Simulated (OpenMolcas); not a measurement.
**[BCl2]+ (SMILES Cl[B+]Cl) at 6 levels**

Aim: a comparison of 6 runs (HF/STO-3G, M06-2X/STO-3G, UB3LYP/STO-3G, UPBE/STO-3G, r2SCAN/STO-3G, ACPF/STO-3G) of [BCl2]+. 

The calculation is run with OpenMolcas 26.06.

2 further runs of the same task are left out: 1 for a known fault of the program, 1 set aside as unsound or not needed.

### 1 The molecule

[BCl2]+ has 3 atoms, charge +1, and is taken as a singlet. SMILES: `Cl[B+]Cl`. The B2–Cl3 distance was set to 2.357 Å, away from the relaxed value.

Bond lengths: Cl1–B2 1.572 Å. A long bond or contact: B2–Cl3 2.357 Å.

### 2 The energy at HF/STO-3G (run 1)

mol.xyz reads:

```xyz
3

Cl    -1.856835     1.151083    -0.886397
B     -0.617715     0.385963    -0.294547
Cl     1.237640    -0.767840     0.590740
```

test.inp reads:

```
&GATEWAY
  BasLib=$CurrDir
  Coord=mol.xyz
  Basis=STO-3G
  Group=NoSym

&SEWARD

&SCF
  Charge=1
  Thresholds=1e-10 1e-07 1e-07 1e-05
  PrOrbitals=1 1
```

The basis set STO-3G is read from a file made from the Basis Set Exchange's data (not shown).

Run with:

```sh
$ export MOLCAS_MEM=1860
$ pymolcas test.inp > test.log
```

The log of the run:

```text
--- Start Module: gateway ---
[...]
--- Stop Module: gateway /rc=_RC_ALL_IS_WELL_ ---
--- Start Module: seward ---
[...]
      Basis functions           23
--- Stop Module: seward /rc=_RC_ALL_IS_WELL_ ---
--- Start Module: scf ---
[...]
       Convergence after  16 Iterations
[...]
::    Total SCF energy                               -933.1402916451
[...]
      Total spin, S                                     0.0000000000
[...]
      Total electronic charge=   38.000000
      Total            charge=    1.000000
[...]
      Dipole Moment (debye):
      Origin of the operator (angstrom)=   -0.3515    0.2181   -0.1678
                   X= -1.2996E+00               Y=  8.1739E-01               Z= -6.1910E-01           Total=  1.6554E+00
      Center of Charge (angstrom)
[...]
--- Stop Module: scf /rc=_RC_ALL_IS_WELL_ ---
[...]
```

Wall time 1.5 s (1 thread of Arm Neoverse V2, shared host); peak memory 0.37 GiB.

### 3 A single-point energy at M06-2X/STO-3G (run 2)

mol.xyz is that of step 2.

test.inp reads:

```
* BCl2 Kohn-Sham DFT
>>> EXPORT MOLCAS_PRINT=2

&GATEWAY
 BasLib
 $CurrDir
 Coord
 mol.xyz
 Basis
 STO-3G
 Group
 NoSym

&SEWARD
 GridInput
 Grid=UltraFine
 End of Grid

&SCF
 Charge
 1
 KSDFT
 M062X
 Thresholds
 1e-10 1e-07 1e-07 1e-05
 PrOrbitals
 1 1
```

The basis set STO-3G is read from a file made from the Basis Set Exchange's data (not shown).

Run with:

```sh
$ export MOLCAS_MEM=1860
$ pymolcas test.inp > test.log
```

The log of the run:

```text
--- Start Module: gateway ---
[...]
--- Stop Module: gateway /rc=_RC_ALL_IS_WELL_ ---
--- Start Module: seward ---
[...]
      Basis functions           23
--- Stop Module: seward /rc=_RC_ALL_IS_WELL_ ---
--- Start Module: scf ---
[...]
       Convergence after  17 Iterations
[...]
::    Total KS-DFT energy                            -934.5490651654
[...]
      Total spin, S                                     0.0000000000
[...]
      Total electronic charge=   38.000000
      Total            charge=    1.000000
[...]
      Dipole Moment (debye):
      Origin of the operator (angstrom)=   -0.3515    0.2181   -0.1678
                   X= -1.7803E+00               Y=  1.1138E+00               Z= -8.4872E-01           Total=  2.2650E+00
      Center of Charge (angstrom)
[...]
--- Stop Module: scf /rc=_RC_ALL_IS_WELL_ ---
[...]
```

It took 4.2 s on 1 thread of Arm Neoverse V2, shared host; peak memory 0.37 GiB.

Runs 3 to 4 aren't shown in full; the table further down has their settings and results.

### 4 A single-point energy at r2SCAN/STO-3G (run 5)

mol.xyz is that of step 3.

test.input reads:

```
&GATEWAY
  BasLib=$CurrDir
  Coord=mol.xyz
  Basis=STO-3G
  Group=NoSym

&SEWARD
  GridInput
  Grid=UltraFine
  End of Grid

&SCF
  Charge=1
  KSDFT=2
  1.0 MGGA_X_R2SCAN
  1.0 MGGA_C_R2SCAN
  Thresholds=1e-10 1e-07 1e-07 1e-05
  PrOrbitals=1 1
```

The basis set STO-3G is read from a file made from the Basis Set Exchange's data (not shown).

Run with:

```sh
$ export MOLCAS_MEM=1860
$ pymolcas test.input > test.log
```

The log of the run:

```text
--- Start Module: gateway ---
[...]
--- Stop Module: gateway /rc=_RC_ALL_IS_WELL_ ---
--- Start Module: seward ---
[...]
      Basis functions           23
--- Stop Module: seward /rc=_RC_ALL_IS_WELL_ ---
--- Start Module: scf ---
[...]
       Convergence after  15 Iterations
[...]
::    Total KS-DFT energy                            -934.4883924098
[...]
      Total spin, S                                     0.0000000000
[...]
      Total electronic charge=   38.000000
      Total            charge=    1.000000
[...]
      Dipole Moment (debye):
      Origin of the operator (angstrom)=   -0.3515    0.2181   -0.1678
                   X= -1.8035E+00               Y=  1.1274E+00               Z= -8.5992E-01           Total=  2.2942E+00
      Center of Charge (angstrom)
[...]
--- Stop Module: scf /rc=_RC_ALL_IS_WELL_ ---
[...]
```

It took 3.9 s on 1 thread of Arm Neoverse V2, shared host; peak memory 0.37 GiB.

### 5 A single-point energy at ACPF/STO-3G (run 6)

mol.xyz is that of step 4.

test.inp reads:

```
* BCl2 ACPF
&GATEWAY
BasLib=$CurrDir
Coord=mol.xyz
Basis=STO-3G
Group=NoSym
&SEWARD
&SCF
Charge=1
Thresholds=1e-10 1e-07 1e-07 1e-05
PrOrbitals=1 1
&MOTRA
Frozen=11
&GUGA
Electrons=16
Spin=1
Inactive=8
Active=0
CIAll=1
&CPF
ACPF
```

The basis set STO-3G is read from a file made from the Basis Set Exchange's data (not shown).

Run with:

```sh
$ export MOLCAS_MEM=1860
$ pymolcas test.inp > test.log
```

The log of the run:

```text
--- Start Module: gateway ---
[...]
--- Stop Module: gateway /rc=_RC_ALL_IS_WELL_ ---
[...]
      Basis functions           23
[...]
       Convergence after  16 Iterations
[...]
::    Total SCF energy                               -933.1402916451
[...]
      Total spin, S                                     0.0000000000
[...]
      *** WARNING: Default frozen orbitals is overwritten by user input.
      *** Default values:  11
[...]
--- Start Module: guga ---
[...]
--- Stop Module: guga /rc=_RC_ALL_IS_WELL_ ---
--- Start Module: cpf ---
[...]
      Active orbitals                            0       0
[...]
      Spin quantum number                      0.0
[...]
     FINAL ACPF ENERGY        -933.25555030
     FINAL CORRELATION ENERGY   -0.11525865  REFERENCE ENERGY    -933.14029165
[...]
      Title:  ACPF natural orbitals
[...]
      Total electronic charge=   38.000000
      Total            charge=    1.000000
[...]
      Dipole Moment (debye):
      Origin of the operator (angstrom)=   -0.3515    0.2181   -0.1678
                   X= -2.1273E+00               Y=  1.3261E+00               Z= -1.0147E+00           Total=  2.7044E+00
      Quadrupole Moment (debye*angstrom):
[...]
--- Stop Module: cpf /rc=_RC_ALL_IS_WELL_ ---
[...]
```

Run time: 1.7 s. Hardware: 1 thread of Arm Neoverse V2, shared host; peak memory 0.37 GiB.

### 6 All runs side by side

| run | level | integration grid | scramble | energy (Eh) | HOMO energy (eV) | LUMO energy (eV) | HOMO–LUMO gap (eV) | wall time |
| --- | --- | --- | --- | --- | --- | --- | --- | --- |
| 1 | HF/STO-3G | – | – | -933.140292 | -18.27 | -5.95 | 12.32 | 1.5 s |
| 2 | M06-2X/STO-3G | UltraFine | – | -934.549065 | -15.68 | -9.05 | 6.63 | 4.2 s |
| 3 | UB3LYP/STO-3G | UltraFine | 0.25 | -934.508466 | -14.04 | -10.22 | 3.82 | 5.7 s |
| 4 | UPBE/STO-3G | UltraFine | 0.25 | -934.081613 | -12.86 | -10.98 | 1.88 | 6 s |
| 5 | r2SCAN/STO-3G | UltraFine | – | -934.488392 | -13.14 | -10.95 | 2.19 | 3.9 s |
| 6 | ACPF/STO-3G | – | – | -933.255550 | -18.27 | -5.95 | 12.32 | 1.7 s |

### 7 Summary of results

```
                                           quantity          value
                                run 6: total energy  -933.25555 Eh
         run 6: HOMO energy (Hartree–Fock orbitals)      -18.27 eV
         run 6: LUMO energy (Hartree–Fock orbitals)       -5.95 eV
       run 6: HOMO–LUMO gap (Hartree–Fock orbitals)       12.32 eV
run 6: correlation energy (11 core orbitals frozen)     -115.3 mEh
```

In words: Over runs 1, 2, 3, 4, 5 the HOMO–LUMO gap runs from 1.88 eV (UPBE/STO-3G) to 12.32 eV (HF/STO-3G). Totals of different functionals can't be ranked against each other. In runs 1, 2, 3, 4, 5, 6 the basis is minimal, so the values are rough. All runs together took 23 s, the longest 6 s.
